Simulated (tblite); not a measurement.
C₄H₉FO.
Bonds: C1–C2, C2–C3, C3–O4, O4–C5, C5–F6. Hydrogens: H7, H8, H9 on C1; H10, H11 on C2; H12, H13 on C3; H14, H15 on C5.

Computed with GFN2-xTB (tblite), gas phase: nudged elastic band of 9 images (0 to 8), spring 0.2 eV/Å², climbing image at the end, force threshold 0.05 eV/Å. No saddle search or frequency run followed, so the top image need not be a first-order saddle, and its height can exceed the method's true barrier by a kcal/mol or more.

The band describes a rotation about C3–O4 (sp3 carbon bound to oxygen, ether oxygen), followed by the dihedral C2–C3–O4–C5, from the optimised start (175°) to a second optimised geometry at -76°.

Problem. How does the energy change from image to image?

Solution. 
```tsv
image	dihedral (°)	E (kJ/mol)	C3–O4 (Å)	C2···C5 (Å)	largest true force (eV/Å)
0	175	0.00	1.426	3.64	0.01
1	-172	0.61	1.427	3.64	0.04
2	-159	2.32	1.429	3.62	0.04
3	-144	4.27	1.431	3.57	0.04
4	-129	5.13	1.432	3.50	0.04
5	-114	3.95	1.431	3.41	0.04
6	-99	1.47	1.429	3.29	0.04
7	-84	0.03	1.427	3.17	0.05
8	-76	-1.71	1.424	3.10	0.01
```

Barriers of this band. The top is image 4 at -129°: 5.13 kJ/mol forward and 6.84 kJ/mol back; the end lies 1.71 kJ/mol below the start. The central bond is 0.006 Å longer at the top than at the start.

Problem. What rate follows at 298 K for crossing this barrier forward?

Solution. Taking the electronic barrier for the free energy of activation (no zero-point or entropy terms, transmission 1), rate = (kT/h)·exp(−ΔE/kT) ≈ 8 × 10^11 s⁻¹, whose inverse is 1 × 10^-12 s. An error of 1 kcal/mol in the barrier changes this by a factor of 5, and the method and the loose band can each miss by that much or more. The barrier is only 2.1 kT, where transition-state theory is rough.

Problem. How would the two end points share their population at 298 K, from these energies alone?

Solution. exp(−ΔE/kT) with ΔE = 0.018 eV gives 0.5 for the higher one (start) against 1 for the lower, without vibrational, rotational or degeneracy terms. GFN2-xTB can put conformers this close in the wrong order.

Problem. How long is the path, and how are the images spaced?

Solution. Cartesian distances between aligned neighbours (all atoms, Å): 0.50, 0.49, 0.49, 0.50, 0.51, 0.53, 0.61, 0.75; the sum is 4.38 Å, and the top lies 45 % of the way along.

The cost below is that of the whole band run. The run took 1.8 s of wall time on one thread, Arm Neoverse V2 (aarch64), shared host with 192 logical CPUs at a one-minute load of 55, and the process peaked at 0.19 GiB of memory.
